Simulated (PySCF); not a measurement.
Molecule: `InChI=1S/H8Si3/c1-3-2/h3H2,1-2H3`.

Mapped SMILES: `[SiH3:1][SiH2:2][SiH3:3]`. Each H is labelled by its parent atom.

Geometry PBE0-D3(BJ)/def2-SVP throughout; GIAO in PySCF 2.14, gas phase, one conformer, non-relativistic; equivalent atoms averaged; basis pcSseg-2.

Problem. How do the absolute shieldings σ depend on the functional? (ppm; last column core-seconds on shared hosts with different chips, so compare them loosely)

Solution. 
```tsv
functional	kind	Si1/Si3	Si2	H(Si1)/H(Si3)	H(Si2)	core-s
HF	Hartree–Fock	475.9	488.1	28.19	28.46	8.3
LDA	LDA	425.2	437.5	26.91	26.98	14
PBE	GGA	436.2	449.1	27.43	27.56	18
BLYP	GGA	420.7	429.2	27.70	27.84	18
BP86	GGA	433.0	445.5	27.49	27.62	18
OPBE	GGA	460.3	476.9	27.48	27.61	17
KT2	GGA	460.7	472.7	27.49	27.60	18
KT3	GGA	461.0	472.3	27.78	27.91	17
B97-D	GGA	441.8	452.0	27.76	27.91	18
B3LYP	global hybrid	431.7	441.7	27.77	27.93	14
PBE0	global hybrid	448.8	463.1	27.57	27.73	14
mPW1PW91	global hybrid	446.1	460.1	27.63	27.80	14
WP04	global hybrid	417.4	425.1	28.41	28.58	19
B97-2	global hybrid	451.1	464.4	27.74	27.91	19
BHandHLYP	global hybrid	447.3	458.2	27.91	28.11	18
CAM-B3LYP	range-separated hybrid	437.4	448.0	27.74	27.92	26
wB97X-D	range-separated hybrid	447.7	461.8	27.71	27.89	36
LC-wPBE	range-separated hybrid	453.8	470.2	27.74	27.94	33
```

Problem. Which nucleus moves most, in ppm?

Solution. Si2 (silicon bonded to 2 Si, 2 H): from 425.1 ppm with WP04 to 488.1 ppm with HF. The smallest spread is 1.50 ppm, at H(Si1)/H(Si3).
